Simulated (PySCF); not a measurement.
# Stationary points of P(OH)₃

All numbers come from B3LYP in PySCF with P def2-SVP, O def2-SVP, H def2-SVP; no relativity; density-fitted integrals.

Relaxations began from a few typed shapes. The search is not exhaustive: other isomers or separated fragments can lie lower, and high-lying points may rest on an excited occupation.

**Question.** Order these stationary points by electronic energy, lowest first, in kJ/mol from the lowest minimum.
A. singlet C3: O–H 0.971 Å (×3), P–O 1.668 Å (×3); H–O–P 110.9° (×3), O–P–O 99.2° (×3)
B. singlet C3h: O–H 0.977 Å (×3), P–O 1.766 Å (×3); H–O–P 121.9° (×3), O–P–O 120.0° (×3)
C. singlet C1: O–H 0.967 Å, O–H 0.972 Å (×2), P–O 1.650 Å (×2), P–O 1.680 Å; H–O–P 111.5°, H–O–P 112.2°, H–O–P 113.8°, O–P–O 93.5°, O–P–O 101.0°
D. singlet C3: O–H 0.968 Å (×3), P–O 1.653 Å (×3); H–O–P 110.5° (×3), O–P–O 97.8° (×3)

**Answer.** C (0.0), A (10.6), D (13.6), B (407.1).

**Question.** Which of them are minima?

**Answer.** By energy in kJ/mol, 0.0: minimum; 10.6: saddle point, 2 imaginary modes; 13.6: minimum; 407.1: saddle point, 3 imaginary modes.
